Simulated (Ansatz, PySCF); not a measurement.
cyclobutane (C4H8), SMILES C1CCC1.

Geometry: PBE0-D3(BJ)/def2-SVP.

Vertical ionisation energy (IE) and electron affinity (EA) in eV. Rows of orbital energies are one-electron estimates. Where ΔSCF, EOM or ADC give a negative EA the extra electron is unbound and the value depends on the basis.

```
level                                                                   IE     EA
-------------------------------------------------------------------  -----  -----
−ε(HOMO), −ε(LUMO), M06-2X/def2-TZVP (PySCF)                          9.80  -1.98
−ε(HOMO), −ε(LUMO), PBE/def2-TZVP (PySCF)                             7.23  -0.55
ΔSCF, PBE0/def2-SVPD (Ansatz), final states of multiplicity 2 and 2  10.84  -2.07
ΔSCF, PBE/def2-SVPD (Ansatz), final states of multiplicity 2 and 2   10.43  -1.88
```

Task: What vertical singlet–triplet gap does ΔSCF give with PBE0/def2-SVPD (Ansatz, an electronic-structure program) and with PBE/def2-SVPD (Ansatz)? (An estimate is asked for; the answer gives what the named calculation found.)

Result: 8.20 and 7.54 eV (triplet above singlet where positive).
